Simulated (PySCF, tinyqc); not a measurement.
Inside a calculation. Method: CIS and TDHF on RHF in the sto-6g basis, frozen core, for HF, spin multiplicity 1. The lowest restricted solution is unstable here: a spin-polarised one lies 0.0318 hartree lower (PySCF). One step of it, computed by the program tinyqc.

Task: TDHF (RPA) singlet states. B(ia,jb) = 2 (ia|jb) - (ib|ja); the squared energies are the eigenvalues of (A - B)(A + B); 1 hartree = 27.211386 eV.

CIS matrix A, singlet (hartree), lower triangle:
```
          2>6       3>6       4>6       5>6
2>6  1.242533
3>6  0.000000  0.185118
4>6  0.000000  0.000000  0.185118
5>6  0.018361  0.000000  0.000000  0.579410
```

Two-electron integrals over orbitals (pq|rs), unique and non-zero (hartree); the lowest 1 orbital is frozen and left out:
```
(22|22) 0.885278    (32|32) 0.191925    (33|22) 0.903046    (33|33) 0.998085
(42|42) 0.191925    (43|43) 0.053789    (44|22) 0.903046    (44|33) 0.890506
(44|44) 0.998085    (52|22) -0.044271   (52|33) -0.055182   (52|44) -0.055182
(52|52) 0.124361    (53|32) -0.021326   (53|53) 0.032305    (54|42) -0.021326
(54|54) 0.032305    (55|22) 0.667923    (55|33) 0.653084    (55|44) 0.653084
(55|52) -0.007363   (55|55) 0.647513    (62|22) -0.067138   (62|33) -0.067115
(62|44) -0.067115   (62|52) -0.085107   (62|55) -0.020249   (62|62) 0.090613
(63|32) -0.022309   (63|53) -0.024180   (63|63) 0.027823    (64|42) -0.022309
(64|54) -0.024180   (64|64) 0.027823    (65|22) -0.263690   (65|33) -0.265118
(65|44) -0.265118   (65|52) 0.067145    (65|55) -0.086792   (65|62) 0.027589
(65|65) 0.252316    (66|22) 0.620616    (66|33) 0.606607    (66|44) 0.606607
(66|52) 0.036817    (66|55) 0.631791    (66|62) -0.046074   (66|65) -0.027455
(66|66) 0.653594
```

Give: TDHF matrix B, singlet; squared energies w^2; TDHF energies from the positive w^2.

Result:

TDHF matrix B, singlet (hartree), lower triangle:
```
        2>6     3>6     4>6     5>6
2>6  0.0906
3>6  0.0000  0.0278
4>6  0.0000  0.0000  0.0278
5>6  0.0276  0.0000  0.0000  0.2523
```

squared energies w^2 (hartree^2): 0.0335  0.0335  0.2715  1.5354

TDHF energies from the positive w^2 (eV): 4.9801  4.9801  14.1795  33.7174
